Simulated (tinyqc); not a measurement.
Inside a calculation (part 2 of 2). Method: CCD on RHF in the sto-6g basis, for H2F+, spin multiplicity 1. Computed by tinyqc, a small Python program that keeps every step (integrals from PySCF). Command: `OMP_NUM_THREADS=1 python tinyqc.py 25733 25734 out.jsonl` (the two numbers bound the seeds that draw the settings). One thread of a shared host (Intel(R) Xeon(R) Processor @ 2.60GHz), about 0.2 s of CPU time with the checks.

Geometry (angstrom):
```
atom         x          y         z
F     0.000000   0.000000  0.000000
H     0.000000   0.780000  0.493000
H     0.000000  -0.780000  0.493000
```

## CCD: convergence

E_corr = 1/4 sum <ij||ab> t_ij^ab; stop when the norm of the change is below 1e-8.

Course of the amplitude iterations:
```
update  correlation energy (hartree)  norm of the change
0                        -0.02821533                   -
1                        -0.03414216            4.50e-02
2                        -0.03559708            1.31e-02
3                        -0.03618510            4.36e-03
4                        -0.03617989            4.33e-04
5                        -0.03618077            7.04e-05
6                        -0.03618072            4.19e-06
7                        -0.03618070            9.56e-07
8                        -0.03618071            7.24e-08
9                        -0.03618071            1.46e-08
10                       -0.03618071            4.35e-09
```

Converged amplitudes (spin orbitals 1a, 1b, ...; amplitudes related by a flip of all spins are not repeated; the 24 largest):
```
from      to          t
3a 3b  7a 7b  -0.070355
3a 4b  6b 7a   0.035255
3a 3b  6a 6b  -0.034935
4a 4b  6a 6b  -0.032873
2a 3b  6a 7b  -0.027240
2a 4b  6a 6b  -0.025386
3a 4b  6a 7b  -0.022973
4a 4b  7a 7b  -0.021659
2a 2b  6a 6b  -0.020884
5a 5b  6a 6b  -0.014373
2a 3b  6b 7a   0.014367
2a 3a  6a 7a  -0.012873
3a 4a  6a 7a   0.012283
2a 2b  7a 7b  -0.011716
5a 5b  7a 7b  -0.006600
2a 4b  7a 7b   0.002080
1a 2b  7a 7b  -0.000517
1a 1b  6a 6b  -0.000427
1a 3a  6a 7a   0.000343
1a 1b  7a 7b  -0.000290
1a 4b  7a 7b   0.000251
1a 3b  6b 7a   0.000190
1a 3b  6a 7b   0.000153
1a 4b  6a 6b  -0.000149
```

CCD total energy = -99.81804057 hartree

Converged in 10 updates, with DIIS from the third.
